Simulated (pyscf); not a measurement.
## Multi-bond step: H₃C–SnH₃ + hydrogen (H₂) -> H₃C–SnH: [singlet] + hydrogen (H₂) + hydrogen (H₂)

Gas phase, singlet surface, charge 0. Bonds broken: Sn2–H6, Sn2–H8, H9–H10. Bonds formed: H6–H10, H8–H9. Optimised with ωB97X-D3(BJ)/def2-SVP in PySCF.

Transition state (Å):

```xyz
10

C      0.7506    -1.8196     0.8245
Sn     0.2948     0.2716     1.1938
H      0.3082    -2.4405     1.6207
H      0.3663    -2.1560    -0.1490
H      1.8422    -1.9703     0.8525
H      0.3546     1.7768    -0.2056
H      1.0427     0.4151     2.7752
H     -1.4609     1.2226     0.7020
H     -1.4145     1.9582     0.0233
H     -0.5080     2.2348    -0.4297
```

One imaginary mode, 1916i cm⁻¹; descent along it reached the two sides named.

```json
[
 {"bond": "Sn2–H6", "change": "breaks", "reactant side (Å)": "1.711", "saddle": "2.056", "product side": "2.533"},
 {"bond": "Sn2–H8", "change": "breaks", "reactant side (Å)": "1.711", "saddle": "2.056", "product side": "3.3"},
 {"bond": "H9–H10", "change": "breaks", "reactant side (Å)": "0.760", "saddle": "1.050", "product side": "3.9"},
 {"bond": "H6–H10", "change": "forms", "reactant side (Å)": "3.2", "saddle": "1.002", "product side": "0.766"},
 {"bond": "H8–H9", "change": "forms", "reactant side (Å)": "3.2", "saddle": "1.002", "product side": "0.759"}
]
```

Electronic energies relative to the separated reactants (eV):

```json
[
 {"level": "ωB97X-D3(BJ)/def2-TZVP", "barrier": "2.82", "reaction energy": "+1.09", "reverse barrier": "1.72"},
 {"level": "PBE/def2-TZVP", "barrier": "2.16", "reaction energy": "+0.86", "reverse barrier": "1.31"},
 {"level": "r²SCAN/def2-TZVP", "barrier": "2.42", "reaction energy": "+1.00", "reverse barrier": "1.42"},
 {"level": "B3LYP-D3(BJ)/def2-TZVP", "barrier": "2.46", "reaction energy": "+0.81", "reverse barrier": "1.65"},
 {"level": "PBE0-D3(BJ)/def2-TZVP", "barrier": "2.47", "reaction energy": "+1.03", "reverse barrier": "1.44"},
 {"level": "M06-2X/def2-TZVP", "barrier": "2.83", "reaction energy": "+0.88", "reverse barrier": "1.95"},
 {"level": "ωB97M-D3(BJ)/def2-TZVP", "barrier": "2.77", "reaction energy": "+0.96", "reverse barrier": "1.81"},
 {"level": "HF/def2-TZVP", "barrier": "3.83", "reaction energy": "+0.99", "reverse barrier": "2.83"}
]
```

With ωB97M-D3(BJ)/def2-TZVP energies and thermal terms (ideal gas, 1 atm, RRHO with modes under 100 cm⁻¹ raised to 100, one conformer, R ln 2 for chiral ones without a mode under 150 cm⁻¹), in eV:

```json
[
 {"T (K)": "298", "ΔH‡": "2.73", "ΔG‡": "3.02", "ΔH": "+0.87", "ΔG": "+0.47"},
 {"T (K)": "600", "ΔH‡": "2.70", "ΔG‡": "3.32", "ΔH": "+0.89", "ΔG": "+0.05"},
 {"T (K)": "900", "ΔH‡": "2.70", "ΔG‡": "3.64", "ΔH": "+0.88", "ΔG": "-0.36"},
 {"T (K)": "1200", "ΔH‡": "2.72", "ΔG‡": "3.95", "ΔH": "+0.85", "ΔG": "-0.77"}
]
```

One saddle was located; it need not be the lowest between these sides. Elements past Kr carry the def2 core potentials, without spin-orbit coupling.
